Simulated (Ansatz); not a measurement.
System: corundum (α-Al2O3). Method: r²SCAN-D4 (plane waves, PAW; Ansatz, a quantum-chemistry and plane-wave program).

Run with plane-wave cutoff 560 eV, 8×8×8 k mesh, Fermi–Dirac smearing 0.01 eV, scalar-relativistic PAW data made under PBE.

The cell is scaled about its equilibrium volume:

Shape and atoms are relaxed at each volume.

```csv
V (Å³/atom),P (GPa),direct gap at Γ (eV),c (Å),a (Å)
8.098,11.50,7.752,12.776,4.686
8.267,5.46,7.485,12.869,4.717
8.436,0.00,7.227,12.963,4.748
8.604,-4.95,6.977,13.054,4.778
8.773,-9.44,6.735,13.144,4.808
```

A straight line through the gaps at Γ against ln V gives a volume deformation potential dE_g(Γ)/d ln V of -12.7 eV: the gap at Γ widens under compression.

Note: the bulk modulus comes from volumes at which shape and atoms were relaxed.
